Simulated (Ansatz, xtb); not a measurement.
C3H6: which of two structures lies lower

Structure X is `C1CC1`, a singlet and structure Y is a triplet given by its coordinates. Both are isolated molecules in the gas phase, relaxed with B3LYP-D3(BJ)/def2-SVP.

X (Å):

```yaml
atoms:
  - { symbol: C, position_ang: [-1.1484, -0.1037, 1.1270] }
  - { symbol: C, position_ang: [-0.2026, 1.0147, 0.7723] }
  - { symbol: C, position_ang: [-0.7547, 0.1230, -0.3099] }
  - { symbol: H, position_ang: [-2.1662, 0.1576, 1.4309] }
  - { symbol: H, position_ang: [-0.7426, -0.9794, 1.6417] }
  - { symbol: H, position_ang: [0.8513, 0.9054, 1.0438] }
  - { symbol: H, position_ang: [-0.5722, 2.0424, 0.8331] }
  - { symbol: H, position_ang: [-1.5026, 0.5395, -0.9908] }
  - { symbol: H, position_ang: [-0.0791, -0.5975, -0.7800] }
```

Y (Å):

```xyz
9

C    -1.6518    0.3578    1.6163
C    -0.3761    0.5968    0.9588
C    -0.1183    0.2011   -0.4629
H    -1.8380   -0.5464    2.2121
H    -2.4876    1.0681    1.5402
H     0.3965    1.1774    1.4836
H     0.9413    0.3221   -0.7360
H    -0.7152    0.8110   -1.1726
H    -0.4082   -0.8489   -0.6524
```

Close contacts (Å): C1–C2 1.45, C2–C3 1.50, C1–H4 1.10, C1–H5 1.10, C2–H6 1.10, C3–H7 1.10, C3–H8 1.11, C3–H9 1.11.

Task: Estimate E(Y) − E(X) at the level CCSD(T)/def2-TZVP.

Result: Calculated at CCSD(T)/def2-TZVP: E(Y) − E(X) = +2.628 eV, so structure X lies lower.

Level by level:

```tsv
level	geometry	E(Y) − E(X) (eV)	departure from the last row (eV)	job, with rough time for the two
B3LYP-D3(BJ)/def2-SVP	B3LYP-D3(BJ)/def2-SVP	+2.443	−0.185	optimisation, 63 s
HF/def2-TZVP	B3LYP-D3(BJ)/def2-SVP	+1.508	−1.120	part of the CCSD(T) run
MP2/def2-TZVP	B3LYP-D3(BJ)/def2-SVP	+2.873	+0.245	part of the CCSD(T) run
CCSD(T)/def2-TZVP	B3LYP-D3(BJ)/def2-SVP	+2.628		single point, 46 s
```

The levels shown agree on the order. The largest departure from CCSD(T)/def2-TZVP is that of HF/def2-TZVP, 1.120 eV. At CCSD(T)/def2-TZVP a singlet with the links of Y lies below this triplet. Levels run at GFN2-xTB geometries aren't shown.

With harmonic frequencies from B3LYP-D3(BJ)/def2-SVP (ideal gas, rigid rotor, one conformer each, 298.15 K, 1 atm): on the last row, ΔE + ΔZPE = +2.429, ΔH = +2.477, ΔG = +2.297 eV.

Open shells are spin-unrestricted. The correlated steps freeze 3 core orbitals. ΔG holds the spin degeneracy. Mirror images aren't counted in ΔG. Programs: Ansatz 0.2.0; the last row on 2 threads of Intel(R) Xeon(R) Platinum 8259CL CPU @ 2.50GHz (Skylake/Cascade Lake) on a shared host.
